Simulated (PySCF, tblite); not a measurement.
# H10N3F, a solvent cluster: NMR shifts, interaction energy, spin-spin couplings and core binding energies

What NMR shifts, interaction energy, spin-spin couplings and core binding energies should one expect for `F` with 3 × `N`?

Programs: tblite 0.8.0 and PySCF 2.14.0. All values are calculated, for the isolated system unless a continuum is named. Atoms count from 0, parts from 1.

## 1. The system as given

14 atoms, charge 0, multiplicity 1; geometry: rigid parts in contact. Parts: 1 = atoms 0–1, `F`, charge 0; 2 = atoms 2–5, `N`, charge 0; 3 = atoms 6–9, `N`, charge 0; 4 = atoms 10–13, `N`, charge 0.

## 2. Bringing the parts together with GFN2-xTB

What the job is given:

```
{"job": {"kind": "dock", "xc": "GFN2-xTB", "basis": "xTB"}, "charge": 0, "multiplicity": 1, "parts": [{"atoms": "0-1", "charge": 0, "multiplicity": 1}, {"atoms": "2-5", "charge": 0, "multiplicity": 1}, {"atoms": "6-9", "charge": 0, "multiplicity": 1}, {"atoms": "10-13", "charge": 0, "multiplicity": 1}]}
F      0.241635     0.250484     0.205017
H     -0.402590    -0.460514    -0.042444
N     -1.378558    -1.551275    -0.453292
H     -2.084150    -1.697747     0.258874
H     -1.862554    -1.296580    -1.310251
H     -0.913391    -2.435858    -0.619390
N     -3.772033    -2.313178    -2.022756
H     -4.060113    -2.913527    -1.258519
H     -4.334132    -1.464941    -1.966492
H     -4.020540    -2.782769    -2.884181
N     -5.542308     0.114301    -1.366998
H     -5.433965     0.893090    -2.005715
H     -6.316625    -0.448745    -1.697515
H     -5.802772     0.493585    -0.464110
```

Method: GFN2-xTB search for minima from random contacts, gas phase.

Launch:

```sh
> OMP_NUM_THREADS=1 python cluster_run.py task.json out
```

One launch serves the whole session: the jobs run in the order shown.

**Question.** The jobs that follow are: PBE0-D3(BJ)/def2-SVPD geometry optimisation, gas phase; GIAO PBE0/pcSseg-2 NMR shielding, non-relativistic, gas phase; wB97M-D3(BJ)/def2-TZVPD interaction energy, counterpoise and uncorrected, gas phase; PBE0-D3(BJ)/def2-TZVPD interaction energy, counterpoise and uncorrected, gas phase; MP2/def2-TZVPD interaction energy, counterpoise and uncorrected, gas phase; B3LYP/pcJ-1 indirect spin-spin coupling, non-relativistic, gas phase; delta-SCF UKS SCAN, pcX-2 on the ionised atom, pcseg-1 elsewhere, spin-free X2C. Predict: binding energy (GFN2-xTB); rotational constants (main isotopes); shieldings of H (PBE0/pcSseg-2, a mean where the table joins atoms); largest proton shift on binding; interaction energy, counterpoise (wB97M-D3(BJ)/def2-TZVPD); superposition error; binding energy (with deformation); largest coupling of the table (B3LYP/pcJ-1); N1s binding energies, SCAN/pcX-2 (standing for 2 of 3 atoms); F1s binding energies, SCAN/pcX-2.

**Answer**, as computed:

| quantity | value |
| --- | --- |
| binding energy (GFN2-xTB) | -28.26 kcal/mol |
| rotational constants (main isotopes) | 3.48, 3.07, 1.67 GHz |
| shieldings of H (PBE0/pcSseg-2, a mean where the table joins atoms) | H1 16.3, H4 23.8, H8 25.8, H11 27.8, H5 30.8, H3 30.8, H7 31.4, H13 31.5 ppm and more |
| largest proton shift on binding | H1, +12.84 ppm |
| interaction energy, counterpoise (wB97M-D3(BJ)/def2-TZVPD) | -31.91 kcal/mol |
| superposition error | 0.78 kcal/mol |
| binding energy (with deformation) | -27.13 kcal/mol |
| largest coupling of the table (B3LYP/pcJ-1) | 1J(F,H) F0–H1, 223.5 Hz |
| N1s binding energies, SCAN/pcX-2 (standing for 2 of 3 atoms) | N2 405.55, N6 404.86 eV |
| F1s binding energies, SCAN/pcX-2 | F0 690.29 eV |
| range of the interaction energy over the runs of this table | -35.60 to -29.53 kcal/mol |

**Reading.** In the structure that the search hands on, at its xTB geometry, the leading contact, judged by the atoms' radii, is H1···N2 (hydrogen bond, 1.43 Å). Further contacts there: H4···N6 (hydrogen bond, 1.79 Å), H8···N10 (hydrogen bond, 1.89 Å). A later relaxation moves these distances. Relaxing lowered the energy by 0.118 eV in 5 steps; the close pair that moved most is N10–H12, from 1.040 to 1.016 Å. No frequency check was run at this level, so the end point may be a saddle. At PBE0/pcSseg-2: The widest tensor belongs to F0: span 185 ppm, with a paramagnetic part of -132 ppm. On binding (GIAO PBE0/pcSseg-2 NMR shielding, non-relativistic, gas phase), H1 moves most among the protons, 12.84 ppm downfield. Of the attraction, electrostatic 57 %, orbital 40 %, dispersion 3 %; Pauli repulsion takes back 70.70 kcal/mol. Pairs sum to -25.05 kcal/mol; the many-body rest, -6.86, is cooperative. Of the pairs tabulated at B3LYP/pcJ-1, F0–H1 couples most strongly (223.5 Hz; Fermi contact 151.4 Hz). N2 (nitrogen bonded to 3 H) binds its N1s electron 0.69 eV more tightly than N6 (nitrogen bonded to 3 H). Only 2 of the 3 N atoms are covered by sound results. Binding moves the F1s level of F0 by -3.82 eV. The interaction energy runs from -35.60 (PBE0-D3(BJ)/def2-TZVPD) to -29.53 kcal/mol (MP2/def2-TZVPD).
